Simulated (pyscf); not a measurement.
Optimised with ωB97X-D3(BJ)/def2-SVP in PySCF.

Problem. For the elementary gas-phase step O=Nb(=O)–OH (SMILES [O]=[Nb](=[O])[OH]) + H₂O (SMILES O) → O=Nb(OH)(OH)–OH (SMILES [O]=[Nb]([OH])([OH])[OH]) (singlet surface; H–O broken, Nb–O, H–O formed), what barrier and reaction energy does PBE/def2-TZVP give, measured from the separated reactants?

Solution. ΔE‡ = -1.08 eV, ΔE = -3.02 eV. ωB97M-D3(BJ)/def2-TZVP gives -1.03 eV and -3.23 eV. Zero-point energy shifts the barrier by 0.00 eV. It is an addition across a multiple bond or ene-type step, with an imaginary mode of 1432i cm⁻¹. On the reactant side the descent ends in an adduct with a Nb–O contact, 1.67 eV under the separated species and 0.55 eV under the saddle at ωB97X-D3(BJ)/def2-TZVP. On the product side the descent ends in a point that may be a rotor saddle (no frequency run), 0.09 eV over the lowest minimum found and 2.13 eV under the saddle at ωB97X-D3(BJ)/def2-TZVP. At PBE the saddle lies under the separated reactants, which points to a path from their complex (located at ωB97X-D3(BJ) alone). What is counted as formed (Nb–O) is already present as a longer contact in the reactant adduct; forming that adduct is a step of its own. At the saddle there is also a short H–Nb contact that neither side keeps. At ωB97X-D3(BJ)/def2-TZVP the barrier from the zero used here is -1.12 eV. This is the saddle that the search found; another between the same sides may lie lower. Elements past Kr carry the def2 core potentials, without spin-orbit coupling.
